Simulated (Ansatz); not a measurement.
```yaml
crystal:
  periodic: [false, false, false]
  atoms:
    - {symbol: C, position_ang: [-0.740215, 0.500129, -0.709207]}
    - {symbol: N, position_ang: [0.435168, 0.982389, -0.862558]}
    - {symbol: C, position_ang: [0.959308, 0.070522, 0.185099]}
    - {symbol: C, position_ang: [-0.465702, -0.506080, 0.363040]}
    - {symbol: H, position_ang: [-1.635600, 0.800122, -1.253347]}
    - {symbol: H, position_ang: [1.711805, -0.621493, -0.198923]}
    - {symbol: H, position_ang: [1.369265, 0.608132, 1.042715]}
    - {symbol: H, position_ang: [-0.601624, -1.554322, 0.087721]}
    - {symbol: H, position_ang: [-0.943907, -0.325599, 1.328358]}
basis:
  gaussian: {orbitals: 6-31G, fitting: {mean_field: cc-pVTZ-jkfit}}
hamiltonian: {xc: {name: TPSS}}
```

```sh
$ ansatz run in.yaml --threads 2 --pin off --events-out ev --progress --plain --max-ram 4352MiB
```

Output, abridged:

```
Error: YAML parse error: error: line 15 column 19: hamiltonian.xc: no functional is named "TPSS"; the names, which are not case-sensitive, are SVWN5, SPW92, PBE, PBE0, PBEsol, revPBE, revPBE0, RPBE, rPW86-PBE, HSE06, wPBEh, LC-wPBE, HISS, HF, BLYP, B3LYP, B3LYP5, BHLYP, CAM-B3LYP, r2SCAN, r2SCANh, r2SCAN0, r2SCAN50, m-r2SCAN, B97, wB97, wB97X, wB97X-V, B97M-V, wB97M-V, B2PLYP, B2GP-PLYP, PBE0-DH, PBE-QIDH
13 | basis:
14 |   gaussian: {orbitals: 6-31G, fitting: {mean_field: cc-pVTZ-jkfit}}
15 | hamiltonian: {xc: {name: TPSS}}
```

(1) What is wrong with this run?

## Answers

(1) The method's name isn't one that the program takes here. The input was rejected before any iteration.

HSE06 is defined as in plane-wave codes.
